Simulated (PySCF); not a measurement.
# Assignment exercise: C5H11F

Numbering as in the mapped SMILES `[CH3:1][CH2:2][C:3]([CH3:4])([CH3:5])[F:6]`. Each H is labelled by its parent atom.

One computed conformer, gas phase, no relativistic terms, equivalent nuclei averaged. Coordinates at the GFN2-xTB level; PBE0/pcSseg-1 with gauge-including orbitals; PySCF 2.14.0 with density-fitted response routines.

Scale: TMS for 13C (σ = 186.93 ppm) and 1H (σ = 31.72 ppm) (reference shieldings calculated alike).

(1) Assign these signals to the numbered atoms. 13C{1H} NMR (computed): δ 95.5, 38.0, 28.7, 9.8.

(2) Assign these signals to the numbered atoms. 1H NMR (400 MHz, computed): δ 1.51 (m, 2H), 1.33 (m, 6H), 1.13 (t, 3H).

Results:

(1) 
| δ (ppm) | atoms | environment | reason |
| --- | --- | --- | --- |
| 95.5 | C3 | fully substituted sp3 carbon bonded to F | the inductive effect lowers its shielding |
| 38.0 | C2 | sp3 CH2 | aliphatic region, no heteroatom directly attached |
| 28.7 | C4/C5 | methyl carbon | aliphatic region, no heteroatom directly attached |
| 9.8 | C1 | methyl carbon | – |

(2) 
1.51 → H(C2), hydrogen on an sp3 CH2
1.33 → H(C4)/H(C5), hydrogen on a methyl carbon
1.13 → H(C1), hydrogen on a methyl carbon: far from electronegative atoms and π systems

Splittings by 19F in the carbon and heteronuclear signals aren't shown, as no couplings were computed. Shifts are as computed. Against solution values, carbons near 30 ppm lie about +3 ppm off and those near 130 ppm about +5 ppm. Of 1211 compounds with measured shifts, 218 miss one by over three times the rms of a fit or turn the order of signals round; such compounds aren't used in these exercises. Multiplicities follow the n + 1 count of equivalent neighbours, as no J values were calculated; m marks all less simple cases, F and P coupling included.
